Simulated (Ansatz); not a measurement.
# What a trial cell of As3Au relaxes into

All numbers below come from Ansatz 0.2.0, DFT PBE, scalar-relativistic, plane waves, PAW.

As3Au was placed on the Cu3Au (L1_2) structure type (Pm-3m, No. 221), with As in place of Cu, at a guessed volume.

The final relaxation ran on this input, with the default PAW datasets:

```yaml
crystal:
  lattice:
    - [4.2905496314, 0.0, 0.0]
    - [0.0, 4.2905496314, 0.0]
    - [0.0, 0.0, 4.2905496314]
  atoms:
    - { symbol: As, position: [0.0, 0.5, 0.5] }
    - { symbol: As, position: [0.5, 0.0, 0.5] }
    - { symbol: As, position: [0.5, 0.5, 0.0] }
    - { symbol: Au, position: [0.0, 0.0, 0.0] }
basis:
  ecutwfc: 420
kpoints:
  mp_grid: { grid: [12, 12, 12] }
hamiltonian:
  xc: pbe
scf:
  occupations: { method: gaussian, width: 0.1 }
output:
  forces: true
  stress: true
  eigenvalues: true
relax:
  adjacent_minimum: "off"
  f_tol: 0.01
  max_steps: 80
  cell: { stress_tol: 0.05 }
```

Launched as:

```bash
ansatz run input.yaml --threads 1 --pin off --max-ram 2560MiB --backend cpu --events-out ev --progress --plain --runs-dir out
```

Time: 55 s on 1 thread of Intel(R) Xeon(R) Platinum 8375C CPU @ 2.90GHz (Ice Lake) (shared host), peak memory 0.54 GiB.

The program printed at the end:

```
SCF converged after 6 iterations
Free energy (F): -27715.894543 eV
Harris-Foulkes:  -27715.894543 eV  (|F-HF|=0.00e0)
Internal energy: -27715.880206 eV  (E = F + TS)
E sigma→0 (E₀):  -27715.887375 eV
Entropy (-TS):   -0.014337 eV (-3.584 meV/atom)
Fermi energy:    13.892035 eV
--- Per-component energies (eV) ---
  E_band       = -903.695646
  E_kinetic    = 909.010465
  E_local      = -6357.510261  (includes V_loc(G=0)·N_el)
  E_nonlocal   = -1939.736146
  E_hartree    = 3327.886629
  E_xc         = -465.139885
  E_vxc        = -511.957253  (∫ρ·V_xc dr)
  E_paw        = -15208.127590  (= ΣΔE_a)
  E_vpaw       = 340.722791  (= ΣTr[D̂ρ^β])
  E_aug_tail   = 0.001435  (compensation charges beyond the density's cutoff)
  E_ewald      = -7982.264852
  E_smearing   = -0.014337  (= −TS)
  E_closure    = 0.000000  (closes the sum)
  Σ components = -27715.894543   (vs F -27715.894543, Δ=0.00e0)
--- Forces (eV/Å), atoms counted from 1 ---
  atom   1  As     0.00000000     0.00000000     0.00000000
  atom   2  As     0.00000000     0.00000000     0.00000000
  atom   3  As     0.00000000     0.00000000     0.00000000
  atom   4  Au     0.00000000     0.00000000     0.00000000
  max |Σ_I F_I| component: 6.84e-30 eV/Å
--- Stress (GPa, compression-positive) ---
       -0.003294       0.000000       0.000000
        0.000000      -0.003294       0.000000
        0.000000       0.000000      -0.003294
  P = ⅓ Tr σ = -0.0033 GPa (-0.033 kbar)
--- Relaxed structure (4 steps of the walk, 4 accepted, 1 SCFs on fresh bases) ---
  F+E_penalty+E_count = -27715.89454314 eV   max|allowed force component| = 3.418e-30 eV/Å   (the final SCF, on the basis selected at the relaxed cell)
  cell:  # Å, volume = 77.2597 Å³
    - [4.259098, 0.000000, 0.000000]
    - [0.000000, 4.259098, 0.000000]
    - [0.000000, 0.000000, 4.259098]
  atoms:
    - { symbol: As, position: [0.000000, 0.5, 0.5] }
    - { symbol: As, position: [0.5, 0.000000, 0.5] }
    - { symbol: As, position: [0.5, 0.5, 0.000000] }
    - { symbol: Au, position: [0.000000, 0.000000, 0.000000] }
```

Total energies depend on the potentials used, so only differences within one code and one set of settings carry meaning.

The result has space group Pm-3m (No. 221). As is coordinated by 4 Au at 3.01 Å and 8 As at 3.01 Å; Au is coordinated by 12 As at 3.01 Å.

Against the elements it lies at 0.46 eV/atom. The zero of energy is the elements' standard structures at the same level; no fitted shifts are applied.

For metals, differences of a few meV/atom aren't resolved. Spin–orbit coupling is left out.

Symmetry constrained the relaxation, so the result can be a saddle point.